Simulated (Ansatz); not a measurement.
# CH₄FN: small, medium and large basis sets

An exercise on one series of results from a longer session: the logs are not shown, and one member is left open.

Computed with Ansatz 0.2.0, Gaussian basis. Level: one geometry, several basis sets.

Plan: PBE0-D4/def2-SVP; ωB97M-V/def2-SVP; PBE0-D4/def2-QZVPP; ωB97M-V/def2-QZVPP; the functionals' def2-TZVPP values are taken from earlier runs.

### The geometry

The geometry comes from an earlier relaxation with PBE0-D4 in a triple-zeta def2 set; it is a stationary point, not always the lowest conformer.

SMILES `NCF`, 7 atoms, charge 0, spin multiplicity 1.

Atoms are counted from 1 here; the program's logs count them from 0.

Bond lengths: N1–C2 1.402 Å, N1–H4 1.010 Å, N1–H5 1.010 Å, C2–F3 1.406 Å, C2–H6 1.092 Å, C2–H7 1.092 Å. Angles: C2–N1–H4 112.8°, C2–N1–H5 112.8°, H4–N1–H5 109.7°, N1–C2–F3 113.7°, N1–C2–H6 110.2°, N1–C2–H7 110.2°, F3–C2–H6 106.1°, F3–C2–H7 106.1°, H6–C2–H7 110.3°.

Set-up of the first run:

in.yaml reads:

```yaml
crystal:
  periodic: [false, false, false]
  atoms:
    - {symbol: N, position_ang: [-0.458625, -0.120829, -0.759838]}
    - {symbol: C, position_ang: [0.444156, -0.110176, 0.313172]}
    - {symbol: F, position_ang: [0.043149, 0.710136, 1.382030]}
    - {symbol: H, position_ang: [-1.364135, -0.489921, -0.506135]}
    - {symbol: H, position_ang: [-0.568682, 0.787490, -1.188073]}
    - {symbol: H, position_ang: [0.551367, -1.115049, 0.726415]}
    - {symbol: H, position_ang: [1.414072, 0.270348, -0.013170]}
basis:
  gaussian: {orbitals: def2-SVP}
hamiltonian: {xc: pbe0, dispersion: d4}
output: {orbitals: {seedname: orbitals}}
```

Run with:

```console
$ ansatz run in.yaml --threads 2 --pin off --events-out ev --progress --plain --max-ram 4352MiB
```

Among the steps run: PBE0-D4 in def2-SVP; ωB97M-V in def2-SVP; PBE0-D4 in def2-QZVPP; ωB97M-V in def2-QZVPP.

One table of the session follows, with a row left open; its other results are not shown here.

It belongs to the step «Functionals by basis». 

```
functional       basis  HOMO (eV)  LUMO (eV)
   PBE0-D4    def2-SVP      -7.66       2.00
   PBE0-D4  def2-TZVPP      -7.96       1.16
   PBE0-D4  def2-QZVPP      -8.03       0.74
   ωB97M-V    def2-SVP     -10.10       3.62
   ωB97M-V  def2-TZVPP     -10.40       2.54
   ωB97M-V  def2-QZVPP          ?          ?
```

Estimate the missing values for ωB97M-V, def2-QZVPP.

The run gave: HOMO (eV): -10.47; LUMO (eV): 1.89. In the column «HOMO (eV)» it is the lowest.
